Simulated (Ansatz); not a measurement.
# NH3+ (doublet): from Hartree-Fock to the top rungs at scale of all distances = 1.000, 6-31G

How much of the correlation energy of NH3+ (doublet) does each wave-function method recover here?

Computed with Ansatz 0.2.0, Gaussian basis. Level: 6-31G, core rule «outside noble gas», up to 1 orbitals frozen.

The runs, in order: UHF; CCSD(T) on ROHF; CCSD(T) on UHF; BCCD(T) on ROHF; CISD; CCSDT(Q) on ROHF; CCSDT(Q) on UHF; CISDTQ; CCSDTQ on ROHF; CCSDTQ on UHF; CASSCF and MRCISD+Q, 3 electrons in 3 orbitals; CASSCF and NEVPT2, 3 electrons in 3 orbitals; CASSCF and MRCISD+Q, 7 electrons in 7 orbitals; CASSCF and NEVPT2, 7 electrons in 7 orbitals; Full CI.

12 further runs of the same task are left out: 8 that didn't finish, 4 set aside as unsound or not needed.

### Step 1. The system

The geometry derives from a PBE0/def2-TZVP stationary point (not a proven minimum). All distances are scaled together.

4 atoms, charge 1, spin multiplicity 2.

Atoms are counted from 1 here; the program's logs count them from 0.

Bond lengths: N1–H2 1.024 Å, N1–H3 1.024 Å, N1–H4 1.024 Å. Angles: H2–N1–H3 120.0°, H2–N1–H4 120.0°, H3–N1–H4 120.0°.

### Step 2. UHF

File in.yaml:

```yaml
crystal:
  periodic: [false, false, false]
  atoms:
    - {symbol: N, position_ang: [0.000000, 0.000000, 0.000000]}
    - {symbol: H, position_ang: [1.024021, 0.013755, -0.000070]}
    - {symbol: H, position_ang: [-0.523923, 0.879946, -0.002762]}
    - {symbol: H, position_ang: [-0.500098, -0.893701, 0.002832]}
basis:
  gaussian: {orbitals: 6-31G}
total_charge: 1
magnetization: {spin_polarized: true, initial_magnetization: 1}
hamiltonian: {xc: hf}
output: {orbitals: {seedname: orbitals}}
```

Launch:

```bash
> ansatz run in.yaml --threads 1 --pin off --events-out ev --progress --plain --max-ram 2393MiB
```

The runs that follow: CCSD(T) on ROHF; CCSD(T) on UHF; BCCD(T) on ROHF; CISD; CCSDT(Q) on ROHF; CCSDT(Q) on UHF; CISDTQ; CCSDTQ on ROHF; CCSDTQ on UHF; CASSCF and MRCISD+Q, 3 electrons in 3 orbitals; CASSCF and NEVPT2, 3 electrons in 3 orbitals; CASSCF and MRCISD+Q, 7 electrons in 7 orbitals; CASSCF and NEVPT2, 7 electrons in 7 orbitals; Full CI.

**Question.** What will the summary of the whole plan be? Wanted: FCI below the RHF energy; RMP2 from FCI; UMP2 from FCI; RCCSD from FCI; RCCSD(T) from FCI; UCCSD(T) from FCI; RCCSDT(Q) from FCI; UCCSDT(Q) from FCI; NEVPT2 pair from FCI.

The runs gave:

```
                         quantity                                                                                                                                                       value
         FCI below the RHF energy                                                                                                                                                  -2.9259 eV
                    RMP2 from FCI                                                                                                                                                +48.5 kJ/mol
                    UMP2 from FCI                                                                                                                                                +46.1 kJ/mol
                   RCCSD from FCI                                                                                                                                                 +3.0 kJ/mol
                RCCSD(T) from FCI                                                                                                                                                 +0.8 kJ/mol
                UCCSD(T) from FCI                                                                                                                                                 +0.8 kJ/mol
               RCCSDT(Q) from FCI                                                                                                                                                  0.0 kJ/mol
               UCCSDT(Q) from FCI                                                                                                                                                  0.0 kJ/mol
             NEVPT2 pair from FCI                                                                                                                                                +38.1 kJ/mol
           MRCISD+Q pair from FCI                                                                                                                                                 +0.2 kJ/mol
          NEVPT2 valence from FCI                                                                                                                                                +16.8 kJ/mol
levels within 1 kcal/mol (43 meV)  RCCSD, UCCSD, RCCSD(T), UCCSD(T), BCCD(T), RCCSDT, UCCSDT, CISDTQ, RCCSDT(Q), UCCSDT(Q), RCCSDTQ, UCCSDTQ, MRCISD+Q pair, MRCISD valence, MRCISD+Q valence
                    T1 diagnostic                                                                                                                                                       0.015
   effectively unpaired electrons                                                                                                                                                        1.01
```

**Reading.** RCCSD(T) lands +0.8 kJ/mol from the yardstick (0.3 % of the correlation energy). One determinant dominates. Of the multireference levels listed MRCISD+Q pair comes nearest in total energy (+0.2 kJ/mol), which doesn't show that its space is the better one. These misses are within one basis, not against nature; the frozen cores of restricted and unrestricted runs differ, which can shift their rows.
